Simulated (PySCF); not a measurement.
**HF: bond curves at several levels of theory**

One table from this session's results is given with a row withheld; the runs are named, their logs left out.

Computed with PySCF 2.14.0. Level: H 3-21G, F 3-21G, no relativity.

The first run:

Settings of the job:

| Quantity | Value |
| --- | --- |
| atoms | H, F |
| charge | 0 |
| basis | H 3-21G, F 3-21G |
| Hamiltonian | no relativity |
| basis functions | 11 |
| electrons treated | 10 |
| masses in u | 1.0078, 18.9984 |
| levels | PBE0, PBE, r²SCAN, PBEsol, revPBE, M06-2X, HF, MP2, SCS-MP2, CCSD, CCSD(T) |
| grid | 80 radial by 434 angular points |
| occupations | held fixed by the projection of orbital angular momentum |
| dissociation limit | H + F, each in its ground configuration |
| starting distance in angstrom | 0.935 |
| values of 2S to try | 0, 2 |

Steps of the session up to this table: The job; First curve: PBE0; PBE; r²SCAN (meta-GGA); PBEsol (GGA); revPBE (GGA); M06-2X (hybrid meta-GGA); RHF; Correlated methods on the Hartree–Fock reference.

One of the session's tables, all rows but one given; the rest of the session is left out.

It belongs to the step «Constants by level of theory». 

| level | Re (Å) | ωe (cm⁻¹) | De (eV) |
| --- | --- | --- | --- |
| RHF | 0.937 | 4061 | 3.24 |
| RHF-MP2 | ? | ? | ? |
| RHF-SCS-MP2 | 0.960 | 3731 | 4.43 |
| RHF-CCSD | 0.962 | 3683 | 4.39 |
| RHF-CCSD(T) | 0.963 | 3662 | 4.41 |
| PBE | 0.978 | 3518 | 5.15 |
| PBEsol | 0.977 | 3548 | 5.44 |
| revPBE | 0.979 | 3513 | 5.02 |
| r²SCAN | 0.965 | 3670 | 5.01 |
| PBE0 | 0.962 | 3719 | 4.92 |
| M06-2X | 0.963 | 3767 | 5.09 |

Estimate the missing values for RHF-MP2.

As computed: Re (Å): 0.959; ωe (cm⁻¹): 3755; De (eV): 4.42. In the column «Re (Å)» it lies between RHF (0.937) and RHF-SCS-MP2 (0.960).
